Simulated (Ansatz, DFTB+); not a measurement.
**Band gap of 4H SiC: levels of theory against measurement**

Reference value: 3.26 eV (measured, temperature not stated, no zero-point or thermal correction; as tabulated in Deguchi et al. (2016), arXiv:1512.06930).

```tsv
level (code)	value (eV)	difference (eV)
DFTB cp2k-nonscc (DFTB+)	7.46 (direct)	+4.20
PBE (Ansatz)	2.20 (indirect)	-1.06
r²SCAN (Ansatz)	2.57 (indirect)	-0.69
PBE0 (Ansatz)	3.83 (indirect)	+0.57
G0W0@PBE+SOC (Ansatz)	3.25	-0.01
```

Leaving aside DFTB cp2k-nonscc (doubt noted below): Closest of the ranked levels: G0W0@PBE+SOC (-0.01 eV). Farthest off among them: PBE (-1.06 eV).

Density-functional gaps are differences of (generalised) Kohn–Sham levels of a static lattice; semilocal ones lie below quasiparticle gaps as a rule. Measured gaps hold zero-point and thermal shifts unless a correction is named.  DFTB cp2k-nonscc: the gap is read on the k mesh or supercell of the run alone and can be too large. DFTB cp2k-nonscc: this tight-binding set is not self-consistent in the charges. G0W0@PBE+SOC: spin–orbit coupling enters as the shift of the gap found with a semilocal functional. Values are at the measured cell. Cutoffs and k meshes differ between the levels. Ansatz's density-functional and Hartree–Fock values are scalar-relativistic unless marked +SOC, with PAW data made under PBE.

Differences are worked out from the printed values.

Ansatz is a first-principles code.
